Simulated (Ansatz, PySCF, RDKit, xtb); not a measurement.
**Which structure has the formula C2H3Al+?**

Given the formula C2H3Al+ (charge +1, odd number of electrons) and nothing else, which arrangement of the atoms is the most stable in the gas at 400 K, and what are its properties?

Plan: many cheap relaxations first (GFN2-xTB), then density-functional screening, relaxation at PBE0-D3(BJ)/pcseg-1, vibrations and a final energy. The numbers are computed, not measured.

7 further runs of the same task are left out: 7 set aside as unsound or not needed.

### Step 1. Possible bonding patterns

A program enumerates the bonding patterns with one Lewis structure each (two rings at most, one unusual centre or charged pair), with their diastereomers. O–O, O–halogen and N–halogen bonds and N–N–N chains are not drawn. That gives 6 candidates.

```tsv
label	SMILES	spin
c057	[CH]=[CH][AlH+]	doublet
c108	[CH2+][CH][Al]	doublet
c110	C=[C][AlH+]	doublet
c147	[CH]1[CH2][Al+]1	doublet
c457	[CH]1[CH+][AlH]1	doublet
c740	[CH+]=[C][AlH2]	doublet
```

Candidates are built by distance geometry, with a force field where one applies, in up to four conformers (letters a to d). 6 starts with atoms placed at random are added, to find patterns that the rules miss.

Q: Predict the outcome of this search (final energies at CCSD(T)/def2-TZVP).

| quantity | value |
| --- | --- |
| lowest structure found | [CH2+][CH][Al], doublet, Cs |
| next finalist | [CH]1[CH+][AlH]1, doublet, 18.9 kcal/mol higher in G |
| share at equilibrium, among the finalists | 100.0 % |
| harmonic wavenumbers, lowest and highest (PBE0-D3(BJ)/pcseg-1) | 217 and 3242 cm⁻¹ |
| rotational constants, same geometry | 1.751, 0.1913, 0.1725 cm⁻¹ |
| HOMO energy (highest over α and β) (PBE0/def2-TZVPD) | -12.84 eV |
| LUMO energy (lowest over α and β) (PBE0/def2-TZVPD) | -9.53 eV |
| lowest excitation (TD-B3LYP/def2-SVPD) | 2.12 eV (f = 0.000) |
| strongest of the states computed, same level | 3.80 eV (f = 0.111) |
| vertical ionisation energy (to the singlet ion of charge +2) | 15.08 eV |
| vertical recombination energy (electron added) | 7.59 eV |
| vertical quartet less doublet | +3.60 eV |

`[CH2+][CH][Al]` comes out lowest. Among the finalists first place is clear (18.9 kcal/mol); structures outside the list aren't covered. GFN2-xTB, HF/STO-3G, r2SCAN-D4/def2-SVP, PBE0-D3(BJ)/pcseg-1, HF/def2-TZVP and MP2/def2-TZVP already put its bonding pattern lowest among the structures in one piece. The stability test raises a flag; for an open shell a flag towards a general spinor solution can be the free rotation of the spin. Lowest found is not proven lowest: the search is finite, and each finalist counts with one conformer. Patterns outside the rules of the enumeration were met only by chance.
